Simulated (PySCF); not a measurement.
Geometry:
```json
{"atom": "O1", "x (Å)": "-1.511", "y (Å)": "-0.568", "z (Å)": "0.337"}
{"atom": "C2", "x (Å)": "-0.438", "y (Å)": "0.294", "z (Å)": "0.519"}
{"atom": "C3", "x (Å)": "0.797", "y (Å)": "-0.099", "z (Å)": "-0.294"}
{"atom": "Cl4", "x (Å)": "0.381", "y (Å)": "-0.069", "z (Å)": "-2.026"}
{"atom": "Cl5", "x (Å)": "2.070", "y (Å)": "1.084", "z (Å)": "0.025"}
{"atom": "Cl6", "x (Å)": "1.351", "y (Å)": "-1.714", "z (Å)": "0.140"}
{"atom": "H7", "x (Å)": "-1.777", "y (Å)": "-0.532", "z (Å)": "-0.588"}
{"atom": "H8", "x (Å)": "-0.158", "y (Å)": "0.258", "z (Å)": "1.573"}
{"atom": "H9", "x (Å)": "-0.671", "y (Å)": "1.332", "z (Å)": "0.251"}
```

Geometry: PBE0-D3(BJ)/def2-TZVP; GIAO shifts from PySCF 2.14.0 with density-fitted response routines, gas phase, non-relativistic, averaged over equivalent atoms.

At PBE0/pcSseg-2 (279 basis functions, 85 s wall time on 1 thread of an Arm Neoverse N1, shared host):
```csv
atoms,δ (ppm)
O1,43.9
C3,126.2
C2,82.9
Cl4/Cl5/Cl6,411.1
H8/H9,3.91
H7,1.97
```

Chemical shifts δ = σref − σ; 17O (σ = 329.54 ppm) against H2O; 13C (σ = 186.03 ppm) and 1H (σ = 31.52 ppm) vs TMS; HCl for 35Cl (σ = 945.66 ppm), all at this level.

Question: What do these become at wB97X-D/pcSseg-2?

Answer: 
| atoms | δ at wB97X-D/pcSseg-2 | change |
| --- | --- | --- |
| O1 | 38.9 | -5.0 |
| C3 | 124.3 | -1.9 |
| C2 | 82.8 | -0.1 |
| Cl4/Cl5/Cl6 | 407.2 | -3.9 |
| H8/H9 | 3.86 | -0.05 |
| H7 | 1.93 | -0.04 |

Chemical shifts δ = σref − σ; 17O (328.24 ppm) vs H2O; 13C (186.29 ppm), 1H (31.63 ppm) against TMS; HCl for 35Cl (940.66 ppm), all at this level.

The largest change is at O1 (alcohol oxygen). Cost: 279 basis functions, 80 s wall time on 1 thread of an Arm Neoverse N1, shared host.

Carbons that carry Cl, above all several Cl atoms, come out too deshielded, partly because spin–orbit coupling is missing. Experimental scales use liquid or dissolved standards, which lie at an offset from isolated H2O (liquid H2O: subtract about 36 ppm).
